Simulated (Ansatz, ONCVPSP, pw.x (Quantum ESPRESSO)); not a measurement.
pw.x on sc As: one setting changed

Potential: optimised norm-conserving Vanderbilt (ONCV), ONCVPSP 4.0.1.1 (patched build), PBEsol; core [Ar] 3d10, reference 4s2 4p3; waves: 4s: rc 1.70 bohr, ncon 4, nbas 8, qcut 4.8 1/bohr, 2 projectors, debl 3.8 Ha; 4p: rc 1.90 bohr, ncon 5, nbas 9, qcut 4.6 1/bohr, 1 projector; d scattering state at 0.44 Ha: rc 1.95 bohr, ncon 3, nbas 6, qcut 5.1 1/bohr, 2 projectors, debl 0.7 Ha; local part: polynomial inside 1.20 bohr (lpopt 4, dvloc0 3 Ha); core correction: none.

The reference run (k-mesh 12³, cutoffs 45/180 Ry, Fermi–Dirac 0.01 Ry, mixing_beta 0.4, conv_thr 1e-9, no spin) gives -0.11 GPa at 19.616 Å³/atom, where all-electron LAPW gives -0.40 GPa. This run, with its own iteration cap, changes degauss to 0.02.

```
&control
  calculation='scf', prefix='x', pseudo_dir='./', outdir='./tmp', tstress=.true., disk_io='none'
/
&system
  ibrav=0, nat=1, ntyp=1, ecutwfc=45, ecutrho=180, nbnd=9,
  occupations='smearing', smearing='fd', degauss=0.02
/
&electrons
  conv_thr=1e-09, mixing_beta=0.4, electron_maxstep=60
/
ATOMIC_SPECIES
As 1.0 As.UPF
CELL_PARAMETERS angstrom
  2.69693296 0.00000000 0.00000000
  0.00000000 2.69693296 0.00000000
  0.00000000 0.00000000 2.69693296
ATOMIC_POSITIONS crystal
As 0.0000 0.0000 0.0000
K_POINTS automatic
12 12 12 0 0 0
```

```bash
pw.x < As.scf.in > As.scf.out
```

Problem. How does the run end?

Solution. It converges in 5 iterations; the free energy moves by -44.1 meV/atom and the pressure by +0.37 GPa. In a metal, with Fermi–Dirac smearing, F lies below its zero-width value by a term in the square of the width.

```
Message from routine setup:
     using ibrav=0 with symmetry is DISCOURAGED, use correct ibrav instead
     lattice parameter (alat)  =       5.0965  a.u.
     unit-cell volume          =     132.3753 (a.u.)^3
     number of electrons       =         5.00
     number of Kohn-Sham states=            9
     kinetic-energy cutoff     =      45.0000  Ry
     charge density cutoff     =     180.0000  Ry
     scf convergence threshold =      1.0E-09
     Exchange-correlation= PBESOL
     number of k points=    84  Fermi-Dirac smearing, width (Ry)=  0.0200
     iteration #  1     ecut=    45.00 Ry     beta= 0.40
     total energy              =     -12.67518012 Ry
     estimated scf accuracy    <       0.00230395 Ry
     iteration #  2     ecut=    45.00 Ry     beta= 0.40
     total energy              =     -12.67516371 Ry
     estimated scf accuracy    <       0.00082205 Ry
     iteration #  3     ecut=    45.00 Ry     beta= 0.40
     total energy              =     -12.67516944 Ry
     estimated scf accuracy    <       0.00000055 Ry
     iteration #  4     ecut=    45.00 Ry     beta= 0.40
     total energy              =     -12.67517080 Ry
     estimated scf accuracy    <          2.4E-09 Ry
     iteration #  5     ecut=    45.00 Ry     beta= 0.40
     the Fermi energy is     8.3729 ev
!    total energy              =     -12.67517080 Ry
     estimated scf accuracy    <          6.3E-10 Ry
     smearing contrib. (-TS)   =      -0.00819096 Ry
     The total energy is F=E-TS. E is the sum of the following terms:
     one-electron contribution =       3.93224025 Ry
     hartree contribution      =       0.47247445 Ry
     xc contribution           =      -3.15372553 Ry
     ewald contribution        =     -13.91796901 Ry
     convergence has been achieved in   5 iterations
          total   stress  (Ry/bohr**3)                   (kbar)     P=        2.61
     Message from routine punch:
     Nothing written, as per user request (disk_io='none')
```

The run took about 8.8 s on one core of a shared host (Neoverse-N1, 64 threads, 124 GiB, load 56).
